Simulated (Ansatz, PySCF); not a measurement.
Barrier height from HN2 (SMILES [N]=N) to the transition structure HN2, without zero-point energy, on the benchmark's geometries as Psi4's copy of the set gives them.
Transition structure (charge 0, multiplicity 2):
```
atom   x (Å)   y (Å)   z (Å)
----  ------  ------  ------
N     0.0000  0.0000  0.0000
N     1.1228  0.0000  0.0000
H     1.7843  1.2684  0.0000
```

Open shells are unrestricted; no spin–orbit coupling.

Frozen-core correlation. CBS: X⁻³ extrapolation of the correlation energy, Hartree–Fock from the larger set.

Codes used: Ansatz (a first-principles code); PySCF for the dispersion terms. 

```
level                                  barrier height (kcal/mol)
-------------------------------------  -------------------------
HF/aug-cc-pVTZ                                             13.65
PBE-D3(BJ)/def2-TZVPPD                                      8.86
PBE-D4/def2-TZVPPD                                          8.91
B97M-V/def2-TZVPPD                                         10.31
BHLYP-D4/def2-TZVPPD                                       13.47
wB97X-V/def2-TZVPPD                                        12.92
B2PLYP-D4/def2-TZVPPD                                      10.42
CCSD/aug-cc-pVQZ                                               …
CCSD(T)/CBS(aug-cc-pVTZ, aug-cc-pVQZ)                          …
```

Problem. Complete the blanks.

Solution. 
- CCSD/aug-cc-pVQZ, barrier height (kcal/mol): 11.63
- CCSD(T)/CBS(aug-cc-pVTZ, aug-cc-pVQZ), barrier height (kcal/mol): 10.76

Doubts at one or more of the structures used: a spin-contaminated determinant (HF/aug-cc-pVTZ, CCSD/aug-cc-pVQZ, CCSD(T)/CBS(aug-cc-pVTZ, aug-cc-pVQZ)).
